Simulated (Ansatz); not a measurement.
System: rhombohedral A7 Bi. Method: r²SCAN-D4 (Ansatz, a program for electronic structure, PAW).

Run with plane-wave cutoff 560 eV, 16×16×16 k mesh, Fermi–Dirac smearing 0.05 eV, scalar-relativistic PAW data made under PBE.

Computed points:

```json
[
 {"V (Å³/atom)": "34.495", "E − E_lowest (meV/atom)": "5.74", "P (GPa)": "1.350"},
 {"V (Å³/atom)": "35.214", "E − E_lowest (meV/atom)": "1.37", "P (GPa)": "0.621"},
 {"V (Å³/atom)": "35.933", "E − E_lowest (meV/atom)": "0.00", "P (GPa)": "0.009"},
 {"V (Å³/atom)": "36.651", "E − E_lowest (meV/atom)": "1.15", "P (GPa)": "-0.515"},
 {"V (Å³/atom)": "37.370", "E − E_lowest (meV/atom)": "4.37", "P (GPa)": "-0.921"}
]
```

Estimate the bulk modulus from the pressures at 35.214 and 36.651 Å³/atom, and compare it with a fit to all energies.

B = −V dP/dV. Between V = 35.214 and 36.651 Å³/atom, dP/dV = (-0.515 − (0.621))/(36.651 − 35.214) = -0.791 GPa per Å³/atom; at the midpoint 35.933 Å³/atom this gives B ≈ 28.4 GPa. The third-order Birch–Murnaghan fit gives V0 = 35.942 Å³/atom, B0 = 27.9 GPa, B′ = 8.2, which lies 2 % below that estimate.

Shape and atoms are relaxed at each volume.

Measured, for comparison: bulk modulus 32.1 GPa (copied from a table, unchecked, extrapolated to 0 K and zero-point effects removed; as tabulated in Lejaeghere et al. (2013), arXiv:1204.2733). Computed (rounded) less measured: bulk modulus not scored (unchecked).

Note: the bulk modulus comes from volumes at which shape and atoms were relaxed.

Spin–orbit coupling is not included; it can shift volumes and moduli of such heavy elements.
